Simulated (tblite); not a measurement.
C3H2Cl2.
InChI=1S/C3H2Cl2/c4-2-1-3-5/h2-3H

The geometry is computed with GFN2-xTB (gas phase).

Take the most abundant isotopes and a rigid rotor. 

(1) What are A, B and C (GHz)?

(2) What kind of rotor is it?

(3) What does the inertial defect say?

(4) Give the coordinates in the principal-axis frame, origin at the centre of mass.

(5) Estimate the classical rotational partition function at 10 K, 50 K and 298.15 K.

## Answers

(1) Ia = 40.10, Ib = 464.58, Ic = 483.77 u·Å²; 505379 MHz·u·Å²/I gives 12602, 1088 and 1045 MHz, that is A = 12.602, B = 1.0878, C = 1.0447 GHz.

(2) A near-prolate asymmetric top. Ray's parameter κ = (2B − A − C)/(A − C) = -0.993; −1 is the prolate and +1 the oblate limit.

(3) Not planar: Δ = Ic − Ia − Ib = -20.91 u·Å². For a rigid frame Δ = −2 Σ m c², so Σ m c² = 10.46 u·Å² lies off the ab plane: 3.49 from hydrogen and 6.96 from heavier atoms. The atom farthest from that plane is 1.32 Å away.

(4) The sense of each axis is arbitrary; atoms in the order of the calculation.
| atom | mass (u) | a (Å) | b (Å) | c (Å) |
| --- | --- | --- | --- | --- |
| Cl1 | 34.969 | -2.437 | -0.382 | -0.109 |
| C2 | 12.000 | -1.193 | 0.658 | 0.506 |
| C3 | 12.000 | 0.000 | 0.690 | 0.000 |
| C4 | 12.000 | 1.193 | 0.658 | -0.506 |
| Cl5 | 34.969 | 2.437 | -0.381 | 0.109 |
| H6 | 1.008 | -1.520 | 1.291 | 1.316 |
| H7 | 1.008 | 1.520 | 1.289 | -1.317 |

(5) Point group C2, symmetry number σ = 2; q = (√π/σ)·√((kT/h)³/(ABC)), k/h = 20836.6 MHz/K: 704 at 10 K, 7880 at 50 K, 115000 at 298.15 K.

Its GFN2-xTB frequencies are all real (lowest 88 cm⁻¹). These are rigid-rotor constants of the computed structure; measured ground-state constants (B0) also hold zero-point vibration.

The run took 0.13 s on one thread of an Arm Neoverse V1, shared host. That covers the optimisation of the geometry.
